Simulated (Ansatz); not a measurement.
Basis-set extrapolation for `CO/C=C(/N)O` (PBE0-D4/def2-TZVP geometry, frozen core, the Gaussian-basis code of Ansatz). Multiplicity 1, RHF reference.

```
                      def2-TZVPP   def2-QZVPP
                 HF  -321.947631  -321.962764
    MP2 correlation    -1.179313    -1.265042
CCSD(T) correlation    -1.260286      not run
```

Energies in hartree. Use E(X) = E(∞) + A·exp(−7.88·√X) for Hartree–Fock and E(X) = E(∞) + B·X^(−2.97) for correlation, with X = 3 and 4, and add CCSD(T) minus MP2 of the smaller set to the MP2 limit.

Problem. What is the CCSD(T) energy at the basis-set limit?

Solution. HF limit: -321.962764 + (-0.015133) × 0.13774 = -321.96485. MP2 limit: -1.265042 + (-0.085729) × 0.74074 = -1.32854. Higher-order term: -1.260286 − (-1.179313) = -0.08097. Total: -323.37436 hartree, 437.0 kJ/mol below CCSD(T)/def2-TZVPP.
